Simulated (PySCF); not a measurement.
NaCl, SMILES [Na][Cl].

Coordinates come from a PBE-D3(BJ)/def2-TZVPD optimisation.

Two levels are set side by side: PBE/def2-TZVPD (PySCF) and HF/def2-TZVPD (PySCF). Same geometry, gas phase. Differences are taken from unrounded values.

```csv
quantity,PBE
orbital gap (eV),3.00
highest occupied level (eV),-5.27
lowest empty level (eV),-2.27
dipole moment (D),8.57
mean polarisability (bohr³),36.5
```

Q: These are the PBE values. What does HF give? (An estimate is asked for; the answer gives what the named calculation found.)

A: 
```
quantity                        HF  PBE minus HF
---------------------------  -----  ------------
orbital gap (eV)              9.11         -6.11
highest occupied level (eV)  -9.62          4.35
lowest empty level (eV)      -0.51         -1.76
dipole moment (D)             9.30         -0.73
mean polarisability (bohr³)   26.6           9.9
```

Without exact exchange PBE keeps part of each electron's self-repulsion, which lifts occupied levels and narrows the gap. PBE's more diffuse valence density responds more strongly to a field. Differences between two approximate levels are no errors against the true value.

Rough cost on one machine, each run with all the roots and properties that it gave: HF against PBE about 1/3.
